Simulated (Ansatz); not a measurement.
# MgHF (singlet): wave-function methods side by side at scale of all distances = 0.879, 6-31G

How much of the correlation energy of MgHF (singlet) does each wave-function method recover here?

Program: Ansatz 0.2.0, Gaussian basis. Level of theory: 6-31G, core rule «outside noble gas», up to 6 orbitals frozen. These are calculated values, not measurements.

Plan: UHF; CCSD(T) on RHF; BCCD(T) on RHF; CISD; CCSDT(Q) on RHF; CISDTQ; CCSDTQ on RHF; CASSCF and MRCISD+Q, 2 electrons in 2 orbitals; CASSCF and NEVPT2, 2 electrons in 2 orbitals; Full CI.

31 further runs of the same task are left out: 13 for a known fault of the program, 13 that didn't finish, 5 set aside as unsound or not needed.

**1. The geometry**

The geometry derives from a PBE0/def2-TZVP stationary point (not a proven minimum). All distances are scaled together.

3 atoms, charge 0, spin multiplicity 1.

Atoms are counted from 1 here; the program's logs count them from 0.

Bond lengths: F1–Mg2 1.543 Å, Mg2–H3 1.483 Å. Angles: F1–Mg2–H3 180.0°.

**2. UHF**

Input file in.yaml:

```yaml
crystal:
  periodic: [false, false, false]
  atoms:
    - {symbol: F, position_ang: [0.000000, 0.000000, 1.523395]}
    - {symbol: Mg, position_ang: [0.000000, 0.000000, -0.019953]}
    - {symbol: H, position_ang: [0.000000, 0.000000, -1.503442]}
basis:
  gaussian: {orbitals: 6-31G}
magnetization: {spin_polarized: true, initial_magnetization: 0}
hamiltonian: {xc: hf}
output: {orbitals: {seedname: orbitals}}
```

Command:

```
$ ansatz run in.yaml --threads 1 --pin off --events-out ev --progress --plain --max-ram 2393MiB
```

Further steps of the session: CCSD(T) on RHF; BCCD(T) on RHF; CISD; CCSDT(Q) on RHF; CISDTQ; CCSDTQ on RHF; CASSCF and MRCISD+Q, 2 electrons in 2 orbitals; CASSCF and NEVPT2, 2 electrons in 2 orbitals; Full CI.

Before running them: what should the planned runs give, taken together? Wanted: FCI below the RHF energy; RMP2 from FCI; RCCSD from FCI; RCCSD(T) from FCI; RCCSDT(Q) from FCI; NEVPT2 pair from FCI; MRCISD+Q pair from FCI; T1 diagnostic; effectively unpaired electrons.

As calculated:

```
                         quantity                                          value
         FCI below the RHF energy                                     -4.0612 eV
                    RMP2 from FCI                                   +19.1 kJ/mol
                   RCCSD from FCI                                    +4.4 kJ/mol
                RCCSD(T) from FCI                                    +1.3 kJ/mol
               RCCSDT(Q) from FCI                                    -0.1 kJ/mol
             NEVPT2 pair from FCI                                    +9.0 kJ/mol
           MRCISD+Q pair from FCI                                    +4.8 kJ/mol
levels within 1 kcal/mol (43 meV)  RCCSD(T), BCCD(T), RCCSDT, RCCSDT(Q), RCCSDTQ
                    T1 diagnostic                                          0.016
   effectively unpaired electrons                                           0.02
```

In words: RCCSD(T) lands +1.3 kJ/mol from the yardstick (0.3 % of the correlation energy). One determinant dominates. Of the multireference levels listed MRCISD+Q pair comes nearest in total energy (+4.8 kJ/mol), which doesn't show that its space is the better one. These misses are within one basis, not against nature.
